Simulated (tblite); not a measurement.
C₃H₆NO (doublet state).
Z-matrix (Å and degrees, GFN2-xTB geometry), rows numbered from 1:
```
C 
C   1  1.4620
C   2  1.5538  1  114.65
N   3  1.3436  2  113.46  1    -0.33
O   3  1.2060  2  122.39  1   179.68
H   1  1.0731  2  120.80  3   -89.32
H   1  1.0731  2  120.81  3    89.73
H   2  1.0931  1  111.82  3   119.18
H   2  1.0931  1  111.79  3  -119.19
H   4  1.0062  3  120.09  2   179.98
H   4  1.0103  3  118.85  2     0.09
```

Structure optimised with GFN2-xTB, isolated species. This method treats the open shell by occupation alone, without spin polarisation.

Masses are those of the commonest isotopes; rigid-rotor values at the optimised geometry. The values belong to one conformer with, in the numbering `[CH2:1][CH2:2][C:3]([NH2:4])=[O:5]`, H–C1–C2–C3 -89° and 90°, C1–C2–C3–N4 0°, C2–C3–N4–H 180° and 0°.

Q: What are A, B and C (GHz)?

A: Ia = 51.52, Ib = 120.87, Ic = 165.80 u·Å²; 505379 MHz·u·Å²/I gives 9809, 4181 and 3048 MHz, that is A = 9.8085, B = 4.1812, C = 3.0480 GHz.

Q: Classify the top.

A: An asymmetric top; Ray's κ = -0.665.

Q: Is it planar, by Δ = Ic − Ia − Ib?

A: Not planar: Δ = Ic − Ia − Ib = -6.59 u·Å². For a rigid frame Δ = −2 Σ m c², so Σ m c² = 3.29 u·Å² lies off the ab plane, practically all of it from hydrogen. The atom farthest from that plane is 0.93 Å away.

Q: Give the coordinates in the principal-axis frame, origin at the centre of mass.

A: The sense of each axis is arbitrary; atoms in the order of the calculation.
```
atom  mass (u)   a (Å)   b (Å)   c (Å)
  C1    12.000  -1.973   0.040   0.002
  C2    12.000  -0.785  -0.812  -0.003
  C3    12.000   0.565  -0.043   0.000
  N4    14.003   0.420   1.292  -0.001
  O5    15.995   1.630  -0.608   0.002
  H6     1.008  -2.412   0.365   0.926
  H7     1.008  -2.417   0.369  -0.917
  H8     1.008  -0.743  -1.455   0.880
  H9     1.008  -0.745  -1.447  -0.892
 H10     1.008   1.231   1.888   0.001
 H11     1.008  -0.513   1.681  -0.002
```

Q: Estimate the classical rotational partition function at 10 K, 100 K and 200 K.

A: Point group Cs, symmetry number σ = 1; q = (√π/σ)·√((kT/h)³/(ABC)), k/h = 20836.6 MHz/K: 477 at 10 K, 15100 at 100 K, 42600 at 200 K.

For this open shell read J as N, the rotation without spin; fine and hyperfine splittings come on top. Its GFN2-xTB frequencies are all real (lowest 61 cm⁻¹). These are rigid-rotor constants of the computed structure; measured ground-state constants (B0) also hold zero-point vibration.

The run took 0.33 s of wall time on Arm Neoverse V1, one thread, no GPU, shared host with 64 logical CPUs at a one-minute load of 10. This is the geometry optimisation.
